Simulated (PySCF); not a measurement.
Structure with atom numbers: `[CH3:1][C:2]#[C:3][C@@H:4]([CH3:5])[F:6]` (H(Xn): hydrogen on atom n).

Geometry: PBE0-D3(BJ)/def2-SVP; GIAO shifts from PySCF 2.14, gas phase, non-relativistic, averaged over equivalent atoms.

At PBE0/pcSseg-0 (68 basis functions, 9 s wall time on 1 thread of an Arm Neoverse N1, shared host):
```tsv
atoms	δ (ppm)
C2	94.8
C3	87.6
C4	81.4
C5	27.4
C1	6.2
F6	-221.2
H(C4)	5.23
H(C1)	1.97
H(C5)	1.72
```

Shifts are taken against calculated references (same method and geometry level): ¹³C (σref 193.52), ¹H (σref 32.83) vs TMS; ¹⁹F (σref 178.37) vs CFCl3.

Q: Estimate the result of repeating the calculation with PBE0/6-31G.

A: 
| atoms | δ at PBE0/6-31G | change |
| --- | --- | --- |
| C2 | 82.9 | -11.9 |
| C3 | 76.3 | -11.3 |
| C4 | 75.7 | -5.7 |
| C5 | 24.3 | -3.1 |
| C1 | 6.1 | -0.1 |
| F6 | -204.6 | +16.6 |
| H(C4) | 5.28 | +0.05 |
| H(C1) | 1.88 | -0.09 |
| H(C5) | 1.56 | -0.16 |

Shifts are taken against calculated references (same method and geometry level): ¹³C (σ = 199.54 ppm) and ¹H (σ = 32.61 ppm) vs TMS; ¹⁹F (σ = 177.36 ppm) against CFCl3.

The largest change is at F6 (fluorine on an sp3 carbon). Cost: 68 basis functions, 4.7 s wall time on 1 thread of an Arm Neoverse V2, shared host. The order of the carbon signals is the same at both levels.

Unscaled 19F shifts against computed CFCl3 carry errors that often reach 10 to 50 ppm.
